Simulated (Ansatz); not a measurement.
# Volume per atom of some transition metals, all hcp

Method: RPBE (Ansatz, a program for electronic structure, PAW). References are measured values corrected to a static lattice.

Values in Å³/atom.

| solid | reference | RPBE | error (%) |
|---|---|---|---|
| hcp Os | 13.85¶ | 14.42 | +4.1 |
| hcp Y | 32.95¶ | 34.13 | +3.6 |
| hcp Zr | 23.18¶ | 23.96 | +3.4 |
| hcp Co | 10.96¶ | 11.16 | +1.8 |
| hcp Re | 14.62¶ | ? | ? |
| hcp Ru | 13.45¶ | 13.97 | +3.9 |
| hcp Hf | 22.30¶ | 23.14 | +3.8 |
| hcp Ti | 17.50¶ | 17.90 | +2.3 |
| hcp Sc | 24.77¶ | 25.61 | +3.4 |

Estimate the withheld RPBE value.

The errors of the other rows run from +1.8 % to +4.1 %, with a median of +3.5 %; carried to the reference 14.62 it gives 15.13 Å³/atom. The run gives 15.11 Å³/atom (+3.4 %), -0.1 % from the estimate; the row was drawn at random, and such an estimate is rough. Over these 9 solids the mean error is +3.3 %, the mean absolute error 3.3 % (median 3.4 %), and the worst case hcp Os at +4.1 %; the value is too high in 9 of 9 cases.

All these references are brought to a static lattice.

Spin–orbit coupling is left out, also for the solids with elements from indium on (hcp Os, hcp Re, hcp Hf); its size isn't shown.

¶ marks references of a special kind: hcp Os, 13.85 Å³/atom (measured, copied from a table, unchecked, extrapolated to 0 K and zero-point effects removed; as tabulated in Lejaeghere et al. (2013), arXiv:1204.2733); hcp Y, 32.95 Å³/atom (measured, copied from a table, unchecked, extrapolated to 0 K and zero-point effects removed; as tabulated in Lejaeghere et al. (2013), arXiv:1204.2733); hcp Zr, 23.18 Å³/atom (measured, copied from a table, unchecked, extrapolated to 0 K and zero-point effects removed; as tabulated in Lejaeghere et al. (2013), arXiv:1204.2733); hcp Co, 10.96 Å³/atom (measured, copied from a table, unchecked, extrapolated to 0 K and zero-point effects removed; as tabulated in Lejaeghere et al. (2013), arXiv:1204.2733); hcp Re, 14.62 Å³/atom (measured, copied from a table, unchecked, extrapolated to 0 K and zero-point effects removed; as tabulated in Lejaeghere et al. (2013), arXiv:1204.2733); hcp Ru, 13.45 Å³/atom (measured, copied from a table, unchecked, extrapolated to 0 K and zero-point effects removed; as tabulated in Lejaeghere et al. (2013), arXiv:1204.2733); hcp Hf, 22.30 Å³/atom (measured, copied from a table, unchecked, extrapolated to 0 K and zero-point effects removed; as tabulated in Lejaeghere et al. (2013), arXiv:1204.2733); hcp Ti, 17.50 Å³/atom (measured, copied from a table, unchecked, extrapolated to 0 K and zero-point effects removed; as tabulated in Lejaeghere et al. (2013), arXiv:1204.2733); hcp Sc, 24.77 Å³/atom (measured, copied from a table, unchecked, extrapolated to 0 K and zero-point effects removed; as tabulated in Lejaeghere et al. (2013), arXiv:1204.2733).

Differences are worked out from the printed values.

Ansatz's density-functional and Hartree–Fock values are scalar-relativistic unless marked +SOC, with PAW data made under PBE.

Ansatz's runs of these crystals have no spin polarisation, but for hcp Co.

Density-functional runs with spin start from parallel moments for hcp Co.

Of the class's solids with a reference value and a result at some level, none was set aside. Solids without a released value at any level aren't counted. Cubic solids are told by their lattice constant and aren't counted here. Layered and molecular crystals are counted apart. The metals Ce to Yb are counted apart.

References as tabulated in Lejaeghere et al. (2013), arXiv:1204.2733.
